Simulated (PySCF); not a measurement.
An unknown is described by computed data only.

Elements present: Al, C, H and N. Monoisotopic mass: 55.0003 u.

- UV, first state: lowest singlet excitation: 5.26 eV (236 nm, f = 0.000) [TDDFT CAM-B3LYP/def2-SVPD]
- 1H NMR: chemical shifts (computed TMS as zero) by class: 4.82 (2 H) ppm [GIAO B3LYP/pcSseg-1 (pcSseg-2 on Al)]
- Dipole: 3.51 D [CAM-B3LYP/def2-SVPD]
- Rotational structure: rotational constants A, B, C: 127.229, 4.865, 4.686 GHz [PBE0-D3(BJ)/def2-SVP]
- 13C NMR: chemical shifts (computed TMS as zero) by class: 130.0 (1 C) ppm [GIAO B3LYP/pcSseg-1 (pcSseg-2 on Al)]
- XPS: C1s 291.7, N1s 405.5, Al1s 1568.6 eV [ΔSCF SCAN, pcX-2 on the ionised atom, pcseg-1 elsewhere, spin-free X2C]
- Triplet: lowest triplet excitation (Tamm–Dancoff): 4.85 eV [TDA CAM-B3LYP/def2-SVPD]

Gas-phase values; electronic properties from PySCF, density fitting. Levels stand in brackets. Isolated species at its PBE0-D3(BJ)/def2-SVP geometry, gas phase. Each NMR value is the plain mean over a class of atoms that symmetry, rotation or inversion makes alike.

Question: Which formula fits the mass and the elements?

Answer: CH2AlN (calculated 55.0003). No other formula that holds each of these elements comes within 0.0003 u with a fitting electron parity and a possible valence count.

Question: Propose a structure and show how it fits.

Answer: The one carbon: carbon bonded to Al and N (130.0 ppm). All hydrogens form one class (4.82 ppm): hydrogen on aluminium. The core levels belong to: C1s 291.7 eV, carbon bonded to Al and N; N1s 405.5 eV, nitrogen bonded to C; Al1s 1568.6 eV, aluminium bonded to C and 2 H. The hole state at 291.7 eV has ⟨S²⟩ = 0.83 against 0.75, so that value is less sure. The hole state at 405.5 eV has ⟨S²⟩ = 0.83 against 0.75, so that value is less sure. The optimised geometry has point group C2v and is an asymmetric top. Structure: AlH2(CN) (`[AlH2][C]#N`). The assignments are read from this structure; whether some other isomer fits the data as well wasn't checked.
